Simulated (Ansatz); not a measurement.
# Strength of the Si–H bond: SiH3(SiH3) → SiH3(SiH2) + H

Species: SiH3(SiH3) (disilane), singlet; SiH3(SiH2), doublet; H atom, doublet. 

Shapes, held fixed at every level: PBE0-D4/def2-TZVP. Programs: Ansatz 0.2.0. The zero-point and thermal change to 298 K, harmonic and unscaled (PBE0-D4/def2-TZVP), is -18.7 kJ/mol.

| level | kind | ΔH(298 K) (kJ/mol) | less CCSD(T)/CBS estimate | CPU time (sum over the molecules) |
| --- | --- | --- | --- | --- |
| SPW92/def2-TZVPP | LDA | +389.2 | +14.2 | 4.9 s |
| B3LYP-D4/def2-TZVPP | global hybrid | +367.4 | -7.6 | 15 s |
| PBE0-D4/def2-TZVPP | global hybrid | +353.2 | -21.8 | 12 s |
| wB97X-V/def2-TZVPP | range-separated hybrid | +374.6 | -0.4 | 36 s |
| MP2/def2-TZVPP | perturbation theory | +357.9 | -17.1 | – |
| CCSD(T)/def2-SVP | coupled cluster or CI | +354.9 | -20.1 | 5.1 s |
| CCSD(T)/CBS estimate | coupled cluster or CI | +375.0 | 0.0 | 2.7 min |

The highest level, CCSD(T)/CBS estimate, gives ΔH(298 K) = +375.0 kJ/mol; the levels span +353.2 to +389.2. The column of differences is taken from that level and isn't an error. No measured value is set beside it here. Open shells run unrestricted unless RO is named. The CBS estimate extrapolates MP2 from def2-TZVPP and def2-QZVPP and adds CCSD(T) − MP2 in the triple-zeta set, cores frozen. Times are processor times on shared x86 and Arm servers, and rough.
